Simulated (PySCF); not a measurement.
Species: CH6AlN.
Geometry (PBE0-D3(BJ)/def2-SVP, Å), atoms numbered from 1 in this order:
```xyz
9
CH6AlN angstrom
C     -1.225   -0.336    0.144
N     -0.071    0.278   -0.471
Al     1.622    0.278    0.068
H     -1.678   -1.124   -0.485
H     -2.022    0.394    0.377
H     -0.939   -0.811    1.096
H     -0.312    0.764   -1.331
H      2.673    1.045   -0.842
H      1.967   -0.482    1.420
```

Computed, not measured: core-valence-separated Tamm–Dancoff BHandHLYP/aug-pcX-1 (pcseg-1 on H, def2-SVPD on Al) in PySCF, non-relativistic, gas phase, PBE0-D3(BJ)/def2-SVP geometry. No empirical shift is added; at this level the pattern usually sits a few eV under experiment.

The lowest roots of each edge with f over 0.003 (five at most, numbered afresh; weaker and dark ones are left out), with transition dipoles (au) in the frame of the coordinates:

| root | edge | E (eV) | μx | μy | μz |
| --- | --- | --- | --- | --- | --- |
| 1 | C | 286.02 | -0.0345 | -0.0149 | 0.0135 |
| 2 | C | 286.13 | -0.0039 | 0.0191 | 0.0140 |
| 3 | C | 286.77 | 0.0289 | -0.0069 | 0.0162 |
| 4 | C | 286.91 | -0.0233 | 0.0315 | -0.0505 |
| 5 | C | 287.09 | -0.0089 | 0.0538 | 0.0376 |
| 6 | N | 398.02 | 0.0081 | -0.0397 | -0.0247 |
| 7 | N | 399.04 | 0.0018 | 0.0173 | -0.0273 |
| 8 | N | 400.19 | -0.0293 | 0.0145 | -0.0332 |
| 9 | N | 400.61 | 0.0190 | 0.0055 | -0.0020 |

Q: What are the oscillator strengths?

A: f = (2/3) ΔE |μ|², with ΔE in hartree (27.2114 eV):

```csv
root,ΔE (Eh),|μ|² (au),f,core hole on
1,10.5112,0.001599,0.011,C1
2,10.5150,0.000575,0.004,C1
3,10.5388,0.001144,0.008,C1
4,10.5437,0.004082,0.029,C1
5,10.5503,0.004388,0.031,C1
6,14.6271,0.002252,0.022,N2
7,14.6644,0.001045,0.010,N2
8,14.7067,0.002165,0.021,N2
9,14.7220,0.000394,0.004,N2
```

Q: Molecules are fixed in this frame and the field points along z. What effective strengths 3 f cos²θ do the roots have (θ between field and μ)?

A: root 1 (C1): 0.004, root 2 (C1): 0.004, root 3 (C1): 0.006, root 4 (C1): 0.054, root 5 (C1): 0.030, root 6 (N2): 0.018, root 7 (N2): 0.022, root 8 (N2): 0.032, root 9 (N2): 0.000. Root 4 is the strongest. Averaged over all orientations cos²θ is 1/3, which gives f back.

